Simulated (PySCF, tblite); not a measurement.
# 2-methoxypropene: a rotation path, then NMR shifts and spin-spin couplings on frames, part 2 of 3

tblite 0.8.0 and PySCF 2.14.0. Atoms count from 0.

## 6. Spin-spin couplings: image 2, B3LYP/pcJ-1

What the job is given:

```
{"job": {"kind": "j", "xc": "B3LYP", "basis": "pcJ-1"}, "charge": 0, "multiplicity": 1}
C     -0.435800     1.362600    -0.790300
C     -0.421700     0.053600    -0.584400
C     -1.637300    -0.749800    -0.232200
O      0.687000    -0.755900    -0.670500
C      1.884500    -0.289500    -0.101300
H     -1.353600     1.916500    -0.718500
H      0.441000     1.925300    -1.053400
H     -2.515600    -0.118600    -0.149100
H     -1.462800    -1.255500     0.716900
H     -1.806900    -1.515800    -0.985700
H      2.629200    -1.057900    -0.298100
H      1.764100    -0.172200     0.981000
H      2.223400     0.657600    -0.524900
```

Method: B3LYP/pcJ-1 indirect spin-spin coupling, non-relativistic, gas phase.

The log of the run:

```text
coarse grid: 10392 points
cycle   1  E = -232.3161399274  dE =  4.653e-01  |g| = 6.286e-01  |ddm| = 2.744e+00
cycle   2  E = -232.2557453087  dE =  6.039e-02  |g| = 8.631e-01  |ddm| = 1.127e+00
cycle   3  E = -232.3923574665  dE = -1.366e-01  |g| = 1.217e-01  |ddm| = 7.085e-01
cycle   4  E = -232.3947322285  dE = -2.375e-03  |g| = 4.639e-02  |ddm| = 1.029e-01
cycle   5  E = -232.3951397007  dE = -4.075e-04  |g| = 1.656e-02  |ddm| = 4.223e-02
cycle   6  E = -232.3952044918  dE = -6.479e-05  |g| = 4.079e-03  |ddm| = 1.553e-02
cycle   7  E = -232.3952084395  dE = -3.948e-06  |g| = 4.269e-04  |ddm| = 3.211e-03
final grid: 99016 points
cycle   8  E = -232.4466529679  dE = -1.179e-04  |g| = 7.182e-03  |ddm| = 1.638e-02
cycle   9  E = -232.4466456106  dE =  7.357e-06  |g| = 9.431e-03  |ddm| = 9.839e-03
cycle  10  E = -232.4466629501  dE = -1.734e-05  |g| = 1.532e-03  |ddm| = 6.170e-03
cycle  11  E = -232.4466633290  dE = -3.789e-07  |g| = 5.746e-04  |ddm| = 1.651e-03
cycle  12  E = -232.4466633949  dE = -6.595e-08  |g| = 1.741e-04  |ddm| = 5.233e-04
cycle  13  E = -232.4466634021  dE = -7.122e-09  |g| = 2.210e-05  |ddm| = 1.279e-04
cycle  14  E = -232.4466634022  dE = -1.143e-10  |g| = 4.425e-06  |ddm| = 2.389e-05
converged SCF energy = -232.4466634022

Indirect spin-spin couplings (Hz)
  i      j    bonds     total        FC       PSO       DSO        SD
  0 C    1 C    1     90.529    99.259    -8.959     0.230         -
  0 C    2 C    2      8.608     8.904    -0.245    -0.050         -
  0 C    3 O    2      2.574     0.454     2.085     0.035         -
  0 C    4 C    3      4.078     4.242    -0.150    -0.014         -
  0 C    5 H    1    169.462   167.978     0.802     0.682         -
  0 C    6 H    1    158.977   157.396     0.870     0.711         -
  0 C    7 H    3      2.805     3.063    -0.266     0.008         -
  0 C    8 H    3      4.501     4.560     0.355    -0.414         -
  0 C    9 H    3      5.096     5.182     0.327    -0.412         -
  0 C   10 H    4     -0.285    -0.115     0.245    -0.415         -
  0 C   11 H    4      0.253     0.302     0.037    -0.086         -
  1 C    2 C    1     52.055    53.288    -1.473     0.241         -
  1 C    3 O    1     28.420    25.072     3.495    -0.146         -
  1 C    4 C    2     -3.127    -2.772    -0.311    -0.043         -
  1 C    5 H    2      6.140     7.879    -1.406    -0.332         -
  1 C    6 H    2     -4.527    -2.805    -1.344    -0.378         -
  1 C    7 H    2      0.130     0.426    -0.242    -0.054         -
  1 C    8 H    2     -9.303    -9.282    -0.013    -0.008         -
  1 C    9 H    2     -9.554    -9.563     0.040    -0.031         -
  1 C   10 H    3     10.974    11.075     0.490    -0.591         -
  1 C   11 H    3      1.248     1.237     0.023    -0.012         -
  1 C   12 H    3      1.365     1.671    -0.245    -0.061         -
  2 C    3 O    2    -12.833   -13.210     0.381    -0.004         -
  2 C    4 C    3      1.894     1.871     0.110    -0.087         -
  2 C    5 H    3      4.603     4.710    -0.080    -0.027         -
  2 C    6 H    3      9.190     9.269     0.444    -0.523         -
  2 C    7 H    1    134.491   132.717     1.114     0.659         -
  2 C    8 H    1    132.620   130.784     1.153     0.683         -
  2 C    9 H    1    133.756   131.954     1.131     0.671         -
  2 C   10 H    4     -0.220    -0.214     0.336    -0.343         -
  2 C   11 H    4     -0.239    -0.223     0.117    -0.133         -
  2 C   12 H    4      0.158     0.186     0.334    -0.363         -
  3 O    4 C    1     23.210    24.138    -0.818    -0.110         -
  3 O    5 H    3     -3.041    -3.667     0.321     0.306         -
  3 O    6 H    3     -1.909    -2.221     0.253     0.059         -
  3 O    7 H    3    -10.922   -11.102    -0.084     0.265         -
  3 O    8 H    3     -0.245    -0.319     0.101    -0.027         -
  3 O    9 H    3     -0.800    -0.757    -0.004    -0.039         -
  3 O   10 H    2    -13.986   -13.277    -0.778     0.070         -
  3 O   11 H    2     -3.160    -2.522    -0.774     0.135         -
  3 O   12 H    2     -2.519    -1.827    -0.855     0.163         -
  4 C    5 H    4     -0.321    -0.265     0.324    -0.380         -
  4 C    6 H    4     -0.237    -0.255    -0.140     0.158         -
  4 C    7 H    4      0.935     0.956     0.363    -0.384         -
  4 C    8 H    4     -0.687    -0.666     0.136    -0.157         -
  4 C    9 H    4     -1.021    -1.002     0.357    -0.375         -
  4 C   10 H    1    148.262   147.329     0.216     0.717         -
  4 C   11 H    1    145.804   144.834     0.208     0.762         -
  4 C   12 H    1    146.936   145.969     0.197     0.770         -
  5 H    6 H    2     -3.529    -3.904     3.756    -3.381         -
  5 H    7 H    4      0.305     0.310    -1.516     1.511         -
  5 H    8 H    4     -1.816    -1.670     1.118    -1.264         -
  5 H    9 H    4     -2.164    -2.021     1.089    -1.233         -
  5 H   10 H    5     -0.245    -0.091     1.579    -1.733         -
  5 H   11 H    5     -0.309    -0.191     0.970    -1.088         -
  5 H   12 H    5     -0.412    -0.326     1.040    -1.126         -
  6 H    7 H    4      0.943     1.105     1.557    -1.719         -
  6 H    8 H    4     -1.691    -1.552     1.681    -1.821         -
  6 H    9 H    4     -1.616    -1.475     1.657    -1.797         -
  6 H   10 H    5     -0.173    -0.072     1.007    -1.108         -
  6 H   11 H    5     -0.323    -0.223     0.113    -0.213         -
  6 H   12 H    5     -0.323    -0.497    -2.433     2.607         -
  7 H    8 H    2    -12.721   -12.817     2.803    -2.708         -
  7 H    9 H    2    -13.321   -13.430     2.868    -2.760         -
  7 H   11 H    5     -0.162    -0.076     0.835    -0.921         -
  7 H   12 H    5     -0.151    -0.045     1.163    -1.270         -
  8 H    9 H    2    -18.623   -18.784     2.658    -2.497         -
  8 H   11 H    5      0.195     0.220    -0.503     0.478         -
  8 H   12 H    5     -0.193    -0.081     1.147    -1.260         -
  9 H   12 H    5     -0.153    -0.042     1.293    -1.405         -
 10 H   11 H    2    -12.184   -12.150     2.606    -2.640         -
 10 H   12 H    2    -11.732   -11.711     2.619    -2.640         -
 11 H   12 H    2     -9.370    -9.384     2.482    -2.468         -
```

It took 34 s on 1 thread, shared host.

Key values: J(C0,H5) 169.5 Hz, J(C0,H6) 159.0 Hz, J(C4,H10) 147.0 Hz (means over like pairs).

## 7. Shielding tensors: image 4, PBE0/pcSseg-1

What the job is given:

```
{"job": {"kind": "nmr", "xc": "PBE0", "basis": "pcSseg-1", "pop": false}, "charge": 0, "multiplicity": 1}
C     -0.564900     1.471400    -1.041800
C     -0.379100     0.197400    -0.738100
C     -1.413700    -0.685800    -0.106300
O      0.817400    -0.430300    -1.055900
C      1.762200    -0.444500    -0.012300
H     -1.499500     1.967700    -0.853300
H      0.214700     2.048500    -1.505600
H     -2.327100    -0.131000     0.082400
H     -1.048200    -1.097400     0.834100
H     -1.630700    -1.522200    -0.769400
H      2.600100    -1.041900    -0.366400
H      1.354400    -0.898900     0.897000
H      2.110100     0.567700     0.224900
```

With the program's defaults for keys left out, this is: GIAO PBE0/pcSseg-1 NMR shielding, non-relativistic, gas phase.

The log of the run:

```text
coarse grid: 10392 points
cycle   1  E = -232.0148645146  dE =  5.061e-01  |g| = 5.612e-01  |ddm| = 3.027e+00
cycle   2  E = -231.9788308519  dE =  3.603e-02  |g| = 7.296e-01  |ddm| = 1.028e+00
cycle   3  E = -232.0784238776  dE = -9.959e-02  |g| = 8.784e-02  |ddm| = 6.269e-01
cycle   4  E = -232.0798455371  dE = -1.422e-03  |g| = 2.482e-02  |ddm| = 7.173e-02
cycle   5  E = -232.0799850493  dE = -1.395e-04  |g| = 5.142e-03  |ddm| = 2.285e-02
cycle   6  E = -232.0799885157  dE = -3.466e-06  |g| = 3.337e-03  |ddm| = 6.548e-03
cycle   7  E = -232.0799912869  dE = -2.771e-06  |g| = 3.702e-04  |ddm| = 2.918e-03
final grid: 99016 points
cycle   8  E = -232.1216843673  dE = -2.620e-05  |g| = 1.095e-02  |ddm| = 2.381e-02
cycle   9  E = -232.1216655422  dE =  1.883e-05  |g| = 1.514e-02  |ddm| = 1.610e-02
cycle  10  E = -232.1217079543  dE = -4.241e-05  |g| = 1.430e-03  |ddm| = 9.734e-03
cycle  11  E = -232.1217083897  dE = -4.354e-07  |g| = 1.339e-04  |ddm| = 1.313e-03
cycle  12  E = -232.1217083910  dE = -1.367e-09  |g| = 1.072e-04  |ddm| = 1.888e-04
cycle  13  E = -232.1217083938  dE = -2.768e-09  |g| = 2.419e-05  |ddm| = 9.675e-05
cycle  14  E = -232.1217083939  dE = -1.400e-10  |g| = 3.813e-06  |ddm| = 2.307e-05
converged SCF energy = -232.1217083939

GIAO shielding tensors (ppm)
atom      isotropic    diamagn.    paramagn.     s11        s22        s33       span
  0 C       79.595     254.722    -175.127    -26.640    113.794    151.629    178.269
  1 C       13.337     255.839    -242.501   -104.625     46.980     97.657    202.283
  2 C      167.408     247.657     -80.248    147.222    166.429    188.574     41.352
  3 O      249.424     398.450    -149.026    189.174    222.349    336.747    147.573
  4 C      125.307     245.945    -120.638     87.136    106.620    182.165     95.029
  5 H       26.886      31.398      -4.512     24.394     25.666     30.598      6.204
  6 H       26.836      31.178      -4.341     23.187     25.501     31.820      8.633
  7 H       30.072      30.174      -0.102     26.107     29.036     35.072      8.966
  8 H       29.565      30.681      -1.115     25.330     29.017     34.349      9.019
  9 H       29.950      28.675       1.275     26.290     27.710     35.851      9.561
 10 H       27.757      29.024      -1.267     24.446     25.408     33.416      8.971
 11 H       28.105      31.044      -2.939     24.093     26.814     33.407      9.315
 12 H       28.370      30.520      -2.149     24.627     26.651     33.834      9.207
```

Wall time 11 s (1 thread, shared host).

Key values: δ C1 173.6, C0 107.3, C4 61.6, C2 19.5, H6 4.88, H5 4.83 ppm.

## 8. J couplings: image 4, B3LYP/pcJ-1

The job, as its differences from that of step 7:

```diff
@@ -1,2 +1,2 @@
-{"job": {"kind": "nmr", "xc": "PBE0", "basis": "pcSseg-1", "pop": false}, "charge": 0, "multiplicity": 1}
+{"job": {"kind": "j", "xc": "B3LYP", "basis": "pcJ-1"}, "charge": 0, "multiplicity": 1}
 C     -0.564900     1.471400    -1.041800
```

With the program's defaults for keys left out, this is: B3LYP/pcJ-1 indirect spin-spin coupling, non-relativistic, gas phase.

The log of the run:

```text
coarse grid: 10392 points
cycle   1  E = -232.3091491712  dE =  4.500e-01  |g| = 6.429e-01  |ddm| = 2.751e+00
cycle   2  E = -232.2388200601  dE =  7.033e-02  |g| = 9.027e-01  |ddm| = 1.238e+00
cycle   3  E = -232.3889315356  dE = -1.501e-01  |g| = 1.150e-01  |ddm| = 7.993e-01
cycle   4  E = -232.3911529952  dE = -2.221e-03  |g| = 4.013e-02  |ddm| = 9.423e-02
cycle   5  E = -232.3914851235  dE = -3.321e-04  |g| = 9.991e-03  |ddm| = 3.269e-02
cycle   6  E = -232.3915026955  dE = -1.757e-05  |g| = 5.126e-03  |ddm| = 1.121e-02
cycle   7  E = -232.3915091230  dE = -6.428e-06  |g| = 4.295e-04  |ddm| = 4.125e-03
final grid: 99016 points
cycle   8  E = -232.4436409518  dE = -1.201e-04  |g| = 7.165e-03  |ddm| = 2.134e-02
cycle   9  E = -232.4436344414  dE =  6.510e-06  |g| = 9.121e-03  |ddm| = 9.903e-03
cycle  10  E = -232.4436512551  dE = -1.681e-05  |g| = 1.286e-03  |ddm| = 5.863e-03
cycle  11  E = -232.4436514976  dE = -2.425e-07  |g| = 5.306e-04  |ddm| = 1.343e-03
cycle  12  E = -232.4436515505  dE = -5.284e-08  |g| = 5.095e-05  |ddm| = 3.956e-04
cycle  13  E = -232.4436515508  dE = -3.873e-10  |g| = 2.948e-05  |ddm| = 5.391e-05
converged SCF energy = -232.4436515508

Indirect spin-spin couplings (Hz)
  i      j    bonds     total        FC       PSO       DSO        SD
  0 C    1 C    1     91.393   100.598    -9.429     0.224         -
  0 C    2 C    2      9.841    10.171    -0.277    -0.052         -
  0 C    3 O    2     -5.254    -6.603     1.324     0.025         -
  0 C    4 C    3      2.490     2.510     0.037    -0.057         -
  0 C    5 H    1    164.835   163.518     0.659     0.658         -
  0 C    6 H    1    162.209   160.929     0.597     0.683         -
  0 C    7 H    3      2.495     2.806    -0.318     0.006         -
  0 C    8 H    3      5.383     5.458     0.342    -0.417         -
  0 C    9 H    3      4.926     4.996     0.339    -0.409         -
  0 C   10 H    4     -0.326    -0.237     0.321    -0.410         -
  0 C   11 H    4      0.263     0.296     0.244    -0.276         -
  0 C   12 H    4     -0.284    -0.230    -0.107     0.054         -
  1 C    2 C    1     50.169    51.460    -1.533     0.242         -
  1 C    3 O    1     28.268    26.325     2.088    -0.145         -
  1 C    4 C    2     -3.885    -3.535    -0.326    -0.024         -
  1 C    5 H    2      6.116     7.918    -1.440    -0.362         -
  1 C    6 H    2     -5.958    -4.120    -1.471    -0.367         -
  1 C    7 H    2     -0.410    -0.104    -0.264    -0.042         -
  1 C    8 H    2     -9.093    -9.079     0.008    -0.022         -
  1 C    9 H    2     -9.938    -9.936     0.010    -0.012         -
  1 C   10 H    3     10.500    10.561     0.518    -0.579         -
  1 C   11 H    3      2.486     2.504    -0.088     0.069         -
  1 C   12 H    3      0.726     0.761    -0.019    -0.016         -
  2 C    3 O    2     -4.465    -4.933     0.461     0.007         -
  2 C    4 C    3      0.676     0.626     0.084    -0.034         -
  2 C    5 H    3      3.733     3.842    -0.066    -0.043         -
  2 C    6 H    3      8.605     8.688     0.443    -0.527         -
  2 C    7 H    1    134.639   132.853     1.125     0.662         -
  2 C    8 H    1    131.110   129.182     1.238     0.690         -
  2 C    9 H    1    134.204   132.389     1.144     0.671         -
  2 C   10 H    4     -0.224    -0.211     0.316    -0.329         -
  2 C   11 H    4     -0.151    -0.187    -0.113     0.149         -
  2 C   12 H    4      0.370     0.368     0.267    -0.265         -
  3 O    4 C    1     24.304    25.200    -0.786    -0.109         -
  3 O    5 H    3     -5.831    -6.231     0.099     0.300         -
  3 O    6 H    3     -2.249    -2.625     0.387    -0.010         -
  3 O    7 H    3     -5.564    -5.755    -0.077     0.268         -
  3 O    8 H    3      0.713     0.660     0.018     0.035         -
  3 O    9 H    3      0.154     0.187    -0.024    -0.009         -
  3 O   10 H    2    -13.737   -13.024    -0.789     0.075         -
  3 O   11 H    2     -2.938    -2.247    -0.843     0.152         -
  3 O   12 H    2     -3.572    -2.939    -0.780     0.148         -
  4 C    5 H    4     -2.001    -1.969     0.342    -0.374         -
  4 C    6 H    4     -1.804    -1.775     0.064    -0.093         -
  4 C    7 H    4     -0.168    -0.152     0.333    -0.349         -
  4 C    8 H    4     -1.224    -1.210    -0.127     0.114         -
  4 C    9 H    4     -1.654    -1.653     0.257    -0.258         -
  4 C   10 H    1    148.883   147.978     0.189     0.717         -
  4 C   11 H    1    142.314   141.307     0.232     0.775         -
  4 C   12 H    1    148.711   147.786     0.166     0.759         -
  5 H    6 H    2     -1.777    -2.093     3.817    -3.501         -
  5 H    7 H    4      0.371     0.391    -1.451     1.431         -
  5 H    8 H    4     -2.168    -2.027     1.121    -1.262         -
  5 H    9 H    4     -2.300    -2.160     1.088    -1.228         -
  5 H   10 H    5      0.217     0.352     1.512    -1.647         -
  6 H    7 H    4      1.095     1.270     1.578    -1.754         -
  6 H    8 H    4     -1.854    -1.711     1.681    -1.824         -
  6 H    9 H    4     -1.917    -1.780     1.658    -1.796         -
  7 H    8 H    2    -13.623   -13.740     2.753    -2.637         -
  7 H    9 H    2    -13.453   -13.556     2.815    -2.711         -
  7 H   12 H    5     -0.216    -0.119     1.043    -1.140         -
  8 H    9 H    2    -18.655   -18.834     2.646    -2.467         -
 10 H   11 H    2    -12.153   -12.118     2.557    -2.592         -
 10 H   12 H    2    -11.342   -11.304     2.610    -2.648         -
 11 H   12 H    2     -8.824    -8.827     2.421    -2.417         -
```

Run time: 37 s. Hardware: 1 thread, shared host.

Key values: J(C0,H5) 164.8 Hz, J(C0,H6) 162.2 Hz, J(C4,H10) 146.6 Hz (means over like pairs).

## 9. Nuclear shieldings: image 6, PBE0/pcSseg-1

What the job is given:

```
{"job": {"kind": "nmr", "xc": "PBE0", "basis": "pcSseg-1", "pop": false}, "charge": 0, "multiplicity": 1}
C     -0.725100     1.541800    -1.238700
C     -0.314500     0.383800    -0.740500
C     -1.212600    -0.543800     0.027200
O      0.970600    -0.019400    -1.017600
C      1.692300    -0.646000     0.015900
H     -1.738300     1.876500    -1.124700
H     -0.053300     2.165600    -1.797700
H     -2.206000    -0.111500     0.093200
H     -0.847100    -0.722700     1.037100
H     -1.280800    -1.502700    -0.486900
H      2.658800    -0.908300    -0.411100
H      1.204500    -1.555200     0.378100
H      1.846900     0.042300     0.855100
```

Level: GIAO PBE0/pcSseg-1 NMR shielding, non-relativistic, gas phase.

The log of the run:

```text
coarse grid: 10392 points
cycle   1  E = -232.0167142032  dE =  5.221e-01  |g| = 5.586e-01  |ddm| = 3.020e+00
cycle   2  E = -231.9805402214  dE =  3.617e-02  |g| = 7.241e-01  |ddm| = 1.051e+00
cycle   3  E = -232.0804631984  dE = -9.992e-02  |g| = 9.038e-02  |ddm| = 6.324e-01
cycle   4  E = -232.0819887606  dE = -1.526e-03  |g| = 2.494e-02  |ddm| = 7.253e-02
cycle   5  E = -232.0821267597  dE = -1.380e-04  |g| = 6.023e-03  |ddm| = 2.370e-02
cycle   6  E = -232.0821322623  dE = -5.503e-06  |g| = 3.638e-03  |ddm| = 7.507e-03
cycle   7  E = -232.0821354927  dE = -3.230e-06  |g| = 3.822e-04  |ddm| = 3.138e-03
final grid: 99016 points
cycle   8  E = -232.1233481265  dE = -2.751e-05  |g| = 1.115e-02  |ddm| = 2.311e-02
cycle   9  E = -232.1233257727  dE =  2.235e-05  |g| = 1.594e-02  |ddm| = 1.671e-02
cycle  10  E = -232.1233723674  dE = -4.659e-05  |g| = 1.565e-03  |ddm| = 1.043e-02
cycle  11  E = -232.1233728973  dE = -5.299e-07  |g| = 1.899e-04  |ddm| = 1.462e-03
cycle  12  E = -232.1233729005  dE = -3.192e-09  |g| = 1.488e-04  |ddm| = 2.672e-04
cycle  13  E = -232.1233729061  dE = -5.574e-09  |g| = 2.069e-05  |ddm| = 1.246e-04
cycle  14  E = -232.1233729062  dE = -9.589e-11  |g| = 3.970e-06  |ddm| = 1.948e-05
converged SCF energy = -232.1233729062

GIAO shielding tensors (ppm)
atom      isotropic    diamagn.    paramagn.     s11        s22        s33       span
  0 C       87.239     254.546    -167.307     -9.886    122.842    148.760    158.646
  1 C       19.412     255.249    -235.837    -91.763     51.131     98.868    190.630
  2 C      168.035     249.629     -81.593    154.067    163.552    186.488     32.421
  3 O      233.104     396.670    -163.565    114.285    274.262    310.766    196.481
  4 C      129.958     246.451    -116.493    100.614    108.565    180.695     80.081
  5 H       27.386      31.374      -3.988     24.948     25.914     31.295      6.347
  6 H       27.092      30.977      -3.885     24.044     25.375     31.857      7.813
  7 H       29.902      30.493      -0.591     26.073     29.027     34.606      8.533
  8 H       29.646      31.204      -1.559     25.545     28.976     34.415      8.870
  9 H       29.959      29.529       0.430     26.386     27.608     35.882      9.496
 10 H       27.825      28.870      -1.045     24.183     25.889     33.402      9.219
 11 H       27.967      30.723      -2.756     24.176     27.011     32.713      8.537
 12 H       28.466      30.435      -1.969     25.108     25.960     34.331      9.223
```

Wall time 14 s (1 thread, shared host).

Key values: δ C1 167.5, C0 99.7, C4 57.0, C2 18.9, H6 4.63, H5 4.33 ppm.

(Part 2 of 3 ends here.)
